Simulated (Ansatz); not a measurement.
Loss of H2O: AlH3(OH2) → AlH3 + H2O

Species: AlH3(OH2), singlet; AlH3 `[AlH3]`, singlet; H2O (water) `O`, singlet. 

Shapes, held fixed at every level: PBE0-D4/def2-TZVP. Programs: Ansatz 0.2.0. The zero-point and thermal change to 298 K, harmonic and unscaled (PBE0-D4/def2-TZVP), is -8.7 kJ/mol.

```csv
level,kind,ΔH(298 K) (kJ/mol),less CCSD(T)/CBS estimate
SPW92/def2-TZVPP,LDA,+104.9,+27.8
PBE-D4/def2-TZVPP,GGA,+79.8,+2.7
r2SCAN0-D4/def2-TZVPP,global hybrid,+88.1,+11.0
wB97M-V/def2-TZVPP,range-separated hybrid,+82.8,+5.7
MP2/def2-TZVPP,perturbation theory,+79.7,+2.6
CCSD/def2-TZVPP,coupled cluster or CI,+77.0,-0.1
CCSD(T)/CBS estimate,coupled cluster or CI,+77.1,0.0
```

The highest level, CCSD(T)/CBS estimate, gives ΔH(298 K) = +77.1 kJ/mol; the levels span +77.0 to +104.9. The column of differences is taken from that level and isn't an error. No measured value is set beside it here. The CBS estimate extrapolates MP2 from def2-TZVPP and def2-QZVPP and adds CCSD(T) − MP2 in the triple-zeta set, cores frozen.
